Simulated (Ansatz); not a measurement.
**CH₅MgSi+ (SMILES [CH3][Mg][SiH2+]): one structure at several levels**

The task here is to estimate one member of a computed series from the others.

The runs use Ansatz 0.2.0, Gaussian basis; single points in def2-TZVPP.

Cores are frozen in the correlated methods. The outer core shell of Li, Na, Mg and K is correlated.

1 further run of the same task is left out (it didn't finish).

### Starting geometry

SMILES `[CH3][Mg][SiH2+]`, 8 atoms, charge 1, spin multiplicity 1.

Atoms are counted from 1 here; the program's logs count them from 0.

Bond lengths: C1–Mg2 2.240 Å, C1–H4 1.184 Å, C1–H5 1.062 Å, C1–H6 1.104 Å, Si3–H7 1.580 Å, Si3–H8 1.492 Å. Angles: Mg2–C1–H4 112.5°, Mg2–C1–H5 111.2°, Mg2–C1–H6 100.8°, H4–C1–H5 110.9°, H4–C1–H6 105.1°, H5–C1–H6 115.9°, H7–Si3–H8 111.6°.

Geometry (Å):

```xyz
8
charge 1, multiplicity 1
C    -1.4685    1.7277   -0.8566
Mg   -0.0328    0.1944   -0.0799
Si    1.6291   -2.1621    1.0483
H    -2.5643    1.2984   -0.9861
H    -1.1202    2.1559   -1.7637
H    -1.5277    2.4115    0.0078
H     3.0971   -2.2919    1.6172
H     1.1702   -3.4332    0.4170
```

The first run:

run/in.yaml

```yaml
crystal:
  periodic: [false, false, false]
  atoms:
    - {symbol: C, position_ang: [-1.468537, 1.727692, -0.856622]}
    - {symbol: Mg, position_ang: [-0.032829, 0.194391, -0.079941]}
    - {symbol: Si, position_ang: [1.629147, -2.162118, 1.048303]}
    - {symbol: H, position_ang: [-2.564303, 1.298363, -0.986076]}
    - {symbol: H, position_ang: [-1.120213, 2.155925, -1.763663]}
    - {symbol: H, position_ang: [-1.527656, 2.411545, 0.007846]}
    - {symbol: H, position_ang: [3.097122, -2.291871, 1.617171]}
    - {symbol: H, position_ang: [1.170196, -3.433219, 0.416991]}
basis:
  gaussian: {orbitals: def2-TZVPP}
total_charge: 1
hamiltonian: {xc: pbe, dispersion: d4}
output: {forces: true}
```

Run with:

```bash
$ ansatz run in.yaml --threads 2 --pin off --events-out ev --progress --plain --max-ram 3481MiB
```

Among the steps run: PBE-D4/def2-TZVPP; r2SCAN-D4/def2-TZVPP; PBE0-D4/def2-TZVPP; wB97M-V/def2-TZVPP; CCSD(T)/def2-TZVPP.

One table of the session follows, with a row left open; its other results are not shown here.

| method | RMS force component (eV/Å) | angle to CCSD(T) forces (°) |
| --- | --- | --- |
| PBE-D4 | 0.893 | 8.6 |
| r2SCAN-D4 | 0.931 | 2.7 |
| PBE0-D4 | 0.947 | 2.7 |
| wB97M-V | ? | ? |
| CCSD(T) | 0.940 | reference |

Q: Estimate the row for wB97M-V from the others.

As computed: RMS force component (eV/Å): 0.968; angle to CCSD(T) forces (°): 3.9. In the column «RMS force component (eV/Å)» it is the highest.
